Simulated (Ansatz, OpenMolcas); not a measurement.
**From OpenMolcas to Ansatz**

This OpenMolcas 26.06 job computes SiH3Cl (chlorosilane):

test.input:
```
&GATEWAY
  BasLib=$CurrDir
  Coord
  5
  angstrom
  Si      -0.006322       0.169679       0.290108
  Cl       1.943978      -0.362421       0.650908
  H       -0.845222      -0.337221       1.400108
  H       -0.534700      -0.585700      -1.314900
  H       -0.085122       1.646479       0.216308
  Basis=STO-3G
  Group=NoSym

&SEWARD
  GridInput
  Grid=UltraFine
  End of Grid

&SCF
  KSDFT=PBE
  Thresholds=1e-10 1e-07 1e-07 1e-05
  PrOrbitals=1 1
```

```bash
$ export MOLCAS_MEM=1860
$ pymolcas test.input > test.log
```

(Basis files named in the input come from the Basis Set Exchange and aren't shown.)

The Si1–H4 distance was set to 1.851 Å, away from the relaxed value.

It gives a total energy of -742.742231 Eh.

Question: Write the same calculation for Ansatz 0.2.0 as an input file of the program's own.

Answer: This input was run:

input.yaml:
```yaml
crystal:
  periodic: [false, false, false]
  atoms:
    - {symbol: Si, position_ang: [-0.006322, 0.169679, 0.290108]}
    - {symbol: Cl, position_ang: [1.943978, -0.362421, 0.650908]}
    - {symbol: H, position_ang: [-0.845222, -0.337221, 1.400108]}
    - {symbol: H, position_ang: [-0.534700, -0.585700, -1.314900]}
    - {symbol: H, position_ang: [-0.085122, 1.646479, 0.216308]}
basis:
  gaussian: {orbitals: STO-3G}
accuracy: high
hamiltonian: {xc: pbe}
```

```bash
$ ansatz run input.yaml --threads 1 --pin off --max-ram 2610MiB --events-out events.jsonl --progress --plain --runs-dir runs
```

Its energy is -742.742232 Eh, 0.001 mEh from the first.
